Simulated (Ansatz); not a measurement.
2H WSe₂

All values below come from LDA (Ansatz, a quantum-chemistry and plane-wave program, PAW).

Run with plane-wave cutoff 520 eV, 12×12×4 k mesh (along the axes of the cell as run), Fermi–Dirac smearing 0.01 eV, no spin polarisation, scalar-relativistic PAW data made under PBE.

Cell (measured lattice):

Space group P6₃/mmc (No. 194); a = b = 3.2820 Å, c = 12.9600 Å, α = β = 90.00°, γ = 120.00°

```tsv
atom	site	symmetry	x	y	z
W	2c	-6m2	0.3333	0.6667	0.2500
Se	4f	3m.	0.6667	0.3333	0.1210
```

For 2H WSe₂, the band gap comes out as 0.90 eV and the smallest direct gap on the k points sampled comes out as 1.53 eV. The direct gap at Γ comes out as 2.66 eV.

Note: cell and atoms aren't relaxed at this level (largest force component 0.28 eV/Å, pressure -3.3 GPa).

Spin–orbit coupling is not included.

Computing time: about 50 core-seconds (a rough figure).
